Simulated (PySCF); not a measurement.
Compound: 1,3-butadiene, C4H6.
Z-matrix (Å and degrees, GFN2-xTB geometry), rows numbered from 1:
```
C 
C   1  1.3285
C   2  1.4468  1  123.66
C   3  1.3285  2  123.69  1   179.92
H   1  1.0778  2  121.50  3     0.04
H   1  1.0763  2  122.14  3  -179.96
H   2  1.0823  1  120.28  3   179.99
H   3  1.0825  2  116.06  1    -0.06
H   4  1.0766  3  122.14  2  -179.96
H   4  1.0781  3  121.57  2     0.02
```

A calculation gives these core lines: C 1s: 289.94 (area 2), 290.65 (area 2) eV.

Computed, not measured: delta-SCF UKS SCAN, pcX-2 on the ionised atom, pcseg-1 elsewhere, spin-free X2C (PySCF). Geometry: GFN2-xTB, one conformer, isolated molecule.

Q: Which carbon gives which C 1s line?

A: 289.94 eV: C1/C4 (terminal =CH2 carbon); 290.65 eV: C2/C3 (alkene CH carbon). The listed C 1s values span 0.71 eV, from C1/C4 (bonded to C (double bond) and 2 H) to C2/C3 (bonded to C (double bond), C and H).

Bonded neighbours of each site: C1/C4: C (double bond) and 2 H; C2/C3: C (double bond), C and H.

Q: Which photon energy gives electrons from C 1s of C2/C3 a kinetic energy of 150 eV, and what is their de Broglie wavelength?

A: hν = 290.65 + 150 = 440.65 eV, recoil neglected; λ = 12.264 Å/√(E/eV) = 1.00 Å.

Atoms equivalent by their bonding share one computed value, that of the first of them. Spin contamination (⟨S²⟩ against 0.75 for a pure doublet) is marked for C 1s of C2/C3 (0.89), which makes this value less certain.

Hardware: Arm Neoverse V2, one thread, no GPU, on a shared host. Cost: 9.7 s wall.
